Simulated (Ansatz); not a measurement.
A run on CH₄FNOS (`NC(O)(F)S`) with other settings.

```yaml
crystal:
  periodic: [false, false, false]
  atoms:
    - {symbol: N, position_ang: [0.404054, 0.183217, -1.197785]}
    - {symbol: C, position_ang: [0.096417, -0.159258, 0.146187]}
    - {symbol: O, position_ang: [-1.045161, -0.905744, 0.215257]}
    - {symbol: F, position_ang: [1.162631, -0.901681, 0.601997]}
    - {symbol: S, position_ang: [-0.099303, 1.302816, 1.222786]}
    - {symbol: H, position_ang: [-0.300595, 0.797746, -1.583423]}
    - {symbol: H, position_ang: [1.316566, 0.613376, -1.270550]}
    - {symbol: H, position_ang: [-0.962265, -1.591500, -0.461554]}
    - {symbol: H, position_ang: [-0.483844, 0.614828, 2.310085]}
basis:
  gaussian: {orbitals: "6-31G*", point_charges: [{charge: 0.50, position_ang: [4.688, -0.517, 0.258]}]}
hamiltonian: {xc: {name: revPBE0}, dispersion: d3bj}
scf: {lower_state_search: off}
output: {forces: true}
```

```sh
$ ansatz run in.yaml --threads 4 --pin off --events-out ev --progress --plain --max-ram 10444MiB
```

It prints (some lines left out):

```
Functional definition: revPBE0
828 factors; integrals over basis functions are off by at most 7.7e-4 eV
mean field evaluation 1: about -18179.9739 eV, gradient 5.4e1 eV
mean field evaluation 2: about -18177.6620 eV, gradient 6.5e1 eV
mean field evaluation 4: about -18185.0173 eV, gradient 1.5e0 eV
mean field evaluation 8: about -18185.3262 eV, gradient 2.5e-1 eV
mean field evaluation 16: about -18185.3263 eV, gradient 4.5e-5 eV
mean field -18185.32631918 eV, -668.2984157730 hartree, gradient 4.1e-6 eV, S^2 0.000000; 0 other end points of the search recorded, 0 dependent functions left out
reference -18185.32634258 eV, -668.2984166330 hartree; 25, 25 occupied and 62, 62 virtual orbitals, 828 factors
Total energy: -18185.72738471 eV, -668.3131546592 hartree
Atom 0 at     0.404054     0.183217    -1.197785 Å, force     0.068976    -0.201489    -0.186420 eV/Å
Atom 1 at     0.096417    -0.159258     0.146187 Å, force    -0.302197     0.047879    -0.085664 eV/Å
Atom 2 at    -1.045161    -0.905744     0.215257 Å, force    -0.186487     0.161065     0.204164 eV/Å
Atom 3 at     1.162631    -0.901681     0.601997 Å, force     0.492839    -0.222149     0.125639 eV/Å
Atom 4 at    -0.099303     1.302816     1.222786 Å, force     0.018829     0.155245     0.125286 eV/Å
Atom 5 at    -0.300595     0.797746    -1.583423 Å, force    -0.077291     0.093131    -0.072227 eV/Å
Atom 6 at     1.316566     0.613376    -1.270550 Å, force     0.020861     0.151350    -0.027047 eV/Å
Atom 7 at    -0.962265    -1.591500    -0.461554 Å, force     0.038558    -0.165397    -0.182076 eV/Å
Atom 8 at    -0.483844     0.614828     2.310085 Å, force    -0.028779     0.002751     0.059230 eV/Å
Dipole moment:    -0.148322     0.050342    -0.296549 e Å
Checks for a lower state left out: stability, starts, cluster_reference, orbital_swaps, neighbouring_geometries, increment
```

It took 0.8 s on 4 threads of an Intel Xeon Platinum 8488C on a shared host, with 0.15 GiB of host memory at the peak.
